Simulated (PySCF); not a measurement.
Species: C₅H₉F.
Atom-mapped SMILES: `[CH2:1]=[CH:2][C@H:3]([F:4])[CH2:5][CH3:6]` (hydrogens: H7, H8 on C1; H9 on C2; H10 on C3; H11, H12 on C5; H13, H14, H15 on C6)

Level: wB97X-D/def2-SVPD in PySCF, non-relativistic, on one gas-phase PBE0-D3(BJ)/def2-SVP geometry that isn't relaxed in the solvent. The solvent is an IEF-PCM continuum (Bondi radii, 1.10 Å for H, scaled by 1.2). Specific hydrogen bonds and non-electrostatic terms are outside this model.

Gas phase at wB97X-D/def2-SVPD: HOMO -9.50 eV, LUMO 1.95 eV, dipole 1.75 D.

**Question.** What does the continuum do to the energy, the frontier levels and the dipole at wB97X-D/def2-SVPD in chloroform and dimethylsulfoxide?

**Answer.** 
```csv
solvent,ε,E(solvent) − E(gas) (kcal/mol),polarisation term (kcal/mol),distortion of the solute (kcal/mol),HOMO (eV),LUMO (eV),dipole (D)
chloroform,4.711,-2.24,-2.51,0.27,-9.48,1.99,2.21
dimethylsulfoxide,46.83,-3.20,-3.79,0.59,-9.49,1.99,2.45
```

The polarisation term is half the interaction of the solute with the surface charges that it induces; the rest is the cost of distorting the solute's density. The sum is the electrostatic part of solvation alone. From chloroform to dimethylsulfoxide the lowering changes by a factor 1.43, Onsager's factor (ε − 1)/(2ε + 1) by 1.36 and ε itself by 9.9.

**Question.** Which radius a makes the point-dipole formula ΔE = −[(ε − 1)/(2ε + 1)]·μ²/a³ give the value in dimethylsulfoxide, with the gas-phase dipole?

**Answer.** μ = 0.690 au and |ΔE| = 0.00510 Eh give a = 1.88 Å; the farthest nucleus lies 3.60 Å from the centroid of the nuclei, so such a sphere wouldn't even hold the nuclei. The formula assumes a rigid point dipole at the centre of a sphere.

**Question.** How does the static polarisability (wB97X-D/def2-SVPD, frozen core, with the continuum's full static response) change?

**Answer.** 
| medium | isotropic (au) | principal values (au) | ⟨r²⟩ of the electrons (bohr²) |
| --- | --- | --- | --- |
| gas | 63.8 | 53.3, 58.0, 80.1 | 702.8 |
| chloroform | 77.8 | 66.3, 71.7, 95.3 | 702.5 |
| dimethylsulfoxide | 84.8 | 73.8, 78.7, 101.8 | 702.4 |

The isotropic value in dimethylsulfoxide is 1.33 times the gas-phase one; no cavity-field correction is applied. ⟨r²⟩ is taken about the centre of nuclear charge.

Hardware: Intel Xeon at 2.60 GHz, one thread (shared host). Cost: 24 s of wall time, 0.92 GiB resident at most. This is the whole response run at wB97X-D/def2-SVPD in dimethylsulfoxide, SCF included.

Shape of the structure used: `[CH2:1]=[CH:2][C@H:3]([F:4])[CH2:5][CH3:6]`: C1–C2–C3–F4 4°, C2–C3–C5–C6 -179°.

wB97X-D is run here without its empirical dispersion term; that term would change no orbital, density or response property at a fixed geometry.
